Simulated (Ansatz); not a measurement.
`CCSCC` + H₂ → `CCSC` + CH₄ at 298.15 K and 1 bar (hydrogenolysis of a C–C bond).

Gas-phase electronic energies from Ansatz, PBE0-D4/def2-TZVP geometries. CCSD(T)/CBS is the MP2 limit (def2-TZVPP, def2-QZVPP) plus CCSD(T) − MP2 in def2-TZVPP, frozen cores. This one scheme is used for every species. One conformer a species, not always the lowest.

| species | CCSD(T)/CBS energy (Eh) | H − E (kJ/mol) | S (J/(mol·K)) |
| --- | --- | --- | --- |
| `CCSCC` | -556.01218 | 371.5 | 344.3 |
| H₂ | -1.17544 | 35.1 | 130.4 |
| `CCSC` | -516.75014 | 292.7 | 320.2 |
| CH₄ | -40.46206 | 127.4 | 186.2 |

H − E and S are ideal-gas, rigid-rotor, harmonic terms from PBE0-D4/def2-TZVP, for one conformer and one mirror image of each species. The MP2-based limit puts H₂ 0.8 mEh under its directly extrapolated value; such offsets cancel only in part. 1 Eh = 2625.50 kJ/mol, R = 8.31446 J/(mol·K).

Q: By hand: ΔE, ΔH, ΔS and ΔG.

A: ΔE = (-516.75014) + (-40.46206) − (-556.01218) − (-1.17544) = -0.02458 Eh = -64.5 kJ/mol. Δ(H − E) = 292.7 + 127.4 − 371.5 − 35.1 = 13.5, so ΔH = -51.0 kJ/mol. ΔS = 320.2 + 186.2 − 344.3 − 130.4 = 31.7 J/(mol·K). ΔG = -51.0 − 298.15 × (31.7)/1000 = -60.5 kJ/mol.

Q: By hand: the equilibrium constant, and the temperature at which ΔG would vanish if ΔH and ΔS stayed fixed.

A: log₁₀ K = −ΔG/(RT ln 10) = 10.6. ΔH and −TΔS have one sign here, so there is no such temperature.

ΔH outweighs TΔS. A doubt of 5 kJ/mol in ΔE shifts log₁₀ K by 0.9 here. Other conformers and mirror images would add mixing entropy, several J/(mol·K) or more a flexible species. Modes under 60 cm⁻¹, often nearly free rotors, make the harmonic entropy too high. These are equilibria of isolated gas molecules and say nothing of rates. Largest T1 diagnostic: 0.009 (customary marks: 0.02 for closed shells, 0.045 for open ones).
